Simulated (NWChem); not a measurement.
Species: difluoromethane (CH2F2); SMILES FCF

```xyz
5

F      1.0976     0.0000    -0.2887
C      0.0000     0.0000     0.4996
F     -1.0976     0.0000    -0.2887
H      0.0000     0.9118     1.1031
H      0.0000    -0.9118     1.1031
```
Atoms are numbered in this order, from 1.

All runs use the structure optimised with PBE0-D3(BJ)/def2-TZVP.

 Unshifted, non-relativistic core excitations; the lowest 4 roots alone, so stronger bands may lie above.

Q: List the first C K-edge excitations from PBE0/cc-pVTZ, restricted-window TDA (NWChem).

A: 
```tsv
state	energy (eV)	dipole oscillator strength	leading excitation (squared amplitude)
S1	281.9	0.0295	1s of atom 2 or its equivalents → LUMO (0.90)
S2	282.2	0.0494	1s of atom 2 or its equivalents → LUMO+2 (0.96)
S3	283.0	0.0403	1s of atom 2 or its equivalents → LUMO+1 (0.98)
S4	283.6	0.0127	1s of atom 2 or its equivalents → LUMO+3 (0.89)
```
